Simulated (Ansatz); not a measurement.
BO2H⁺. The state is a doublet with charge 1. Geometry PBE0-D4/def2-TZVP; atoms count from 1.

Cartesian coordinates in Å:
```
B 0.301 -0.320 -0.224
O -0.643 0.457 0.025
O 1.243 -1.150 -0.583
H -0.900 1.013 0.781
```

The structure comes from a short search, and lower isomers may exist.

Estimate the Mulliken populations from the PBE0/def2-TZVP orbitals of Ansatz.


| atom | charge (e) | spin (α − β) |
| --- | --- | --- |
| B1 | 0.54 | 0.00 |
| O2 | -0.11 | 0.11 |
| O3 | 0.12 | 0.90 |
| H4 | 0.45 | 0.00 |
Mulliken values and Mayer orders depend strongly on the basis.

Where does the spin sit?

Summed by element: B 0.00, O 1.01, H 0.00, of 1 unpaired in all. Largest on single atoms: O3 0.90, O2 0.11, B1 0.00.

And the Mayer bond orders between bonded heavy atoms (over 0.3)?

B1–O2 1.84 (1.25 Å); B1–O3 1.57 (1.31 Å).
